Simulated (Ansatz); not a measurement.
Geometry optimisation, RKS CAM-B3LYP/def2-SVP (Ansatz 0.2.0).

input.yaml

```yaml
crystal:
  periodic: [false, false, false]
  atoms:
    - { symbol: B, position_ang: [-1.052084, 0.395757, -0.401522] }
    - { symbol: O, position_ang: [0.695148, -1.769113, -0.190564] }
    - { symbol: C, position_ang: [-0.078759, 1.153523, 0.226907] }
    - { symbol: H, position_ang: [0.978211, -0.871476, -0.424773] }
    - { symbol: H, position_ang: [-1.918848, -0.162924, -0.983673] }
    - { symbol: H, position_ang: [0.791132, -1.798922, 0.769778] }
    - { symbol: H, position_ang: [-0.161578, 2.245563, 0.153524] }
    - { symbol: H, position_ang: [0.746779, 0.807393, 0.850324] }
basis:
  gaussian: { orbitals: def2-SVP }
hamiltonian:
  xc: cam_b3lyp
relax:
  f_tol: 0.03
  max_steps: 50
```

Run as:

```bash
$ ansatz run input.yaml --threads 2 --pin off --max-ram 3072MiB --backend cpu --events-out ev --progress --plain --runs-dir out
```

**Question.** Where does it end, and by what steps?

**Answer.** It converged. After 20 steps the energy has fallen by 0.736 eV; H4 moved furthest, 1.03 Å. Joined: B1–O2.

```json
{"step": "0", "energy less start (eV)": "0.0000", "largest force component (eV/Å)": "0.308", "accepted": "yes"}
{"step": "1", "energy less start (eV)": "-0.0242", "largest force component (eV/Å)": "1.725", "accepted": "yes"}
{"step": "2", "energy less start (eV)": "-0.0310", "largest force component (eV/Å)": "2.213", "accepted": "yes"}
{"step": "3", "energy less start (eV)": "-0.2300", "largest force component (eV/Å)": "2.077", "accepted": "yes"}
{"step": "4", "energy less start (eV)": "-0.5199", "largest force component (eV/Å)": "1.174", "accepted": "yes"}
{"step": "5", "energy less start (eV)": "-0.6015", "largest force component (eV/Å)": "1.229", "accepted": "yes"}
{"step": "6", "energy less start (eV)": "-0.5802", "largest force component (eV/Å)": "1.371", "accepted": "no"}
{"step": "7", "energy less start (eV)": "-0.6911", "largest force component (eV/Å)": "0.201", "accepted": "yes"}
{"step": "8", "energy less start (eV)": "-0.7030", "largest force component (eV/Å)": "0.149", "accepted": "yes"}
{"step": "9", "energy less start (eV)": "-0.7020", "largest force component (eV/Å)": "0.686", "accepted": "no"}
{"step": "10", "energy less start (eV)": "-0.7082", "largest force component (eV/Å)": "0.074", "accepted": "yes"}
{"step": "11", "energy less start (eV)": "-0.7128", "largest force component (eV/Å)": "0.233", "accepted": "yes"}
{"step": "12", "energy less start (eV)": "-0.7206", "largest force component (eV/Å)": "0.192", "accepted": "yes"}
{"step": "13", "energy less start (eV)": "-0.7206", "largest force component (eV/Å)": "0.225", "accepted": "no"}
{"step": "14", "energy less start (eV)": "-0.7246", "largest force component (eV/Å)": "0.046", "accepted": "yes"}
{"step": "15", "energy less start (eV)": "-0.7303", "largest force component (eV/Å)": "0.073", "accepted": "yes"}
{"step": "16", "energy less start (eV)": "-0.7326", "largest force component (eV/Å)": "0.133", "accepted": "yes"}
{"step": "17", "energy less start (eV)": "-0.7328", "largest force component (eV/Å)": "0.263", "accepted": "yes"}
{"step": "18", "energy less start (eV)": "-0.7356", "largest force component (eV/Å)": "0.033", "accepted": "yes"}
{"step": "19", "energy less start (eV)": "-0.7358", "largest force component (eV/Å)": "0.047", "accepted": "yes"}
{"step": "20", "energy less start (eV)": "-0.7359", "largest force component (eV/Å)": "0.022", "accepted": "yes"}
```

```xyz
8
Properties=species:S:1:pos:R:3
B -0.560 0.038 -0.334
O 0.225 -1.345 -0.036
C -0.066 1.144 0.395
H 0.587 -1.725 -0.852
H -1.410 -0.219 -1.144
H 0.968 -1.130 0.552
H -0.513 2.137 0.309
H 0.768 1.099 1.109
```

Whether the end is a true minimum wasn't checked by a vibrational analysis.

The run took 13 s on 2 threads of Intel(R) Xeon(R) 6975P-C (Granite Rapids), with other jobs on the host, peak memory 0.16 GiB.
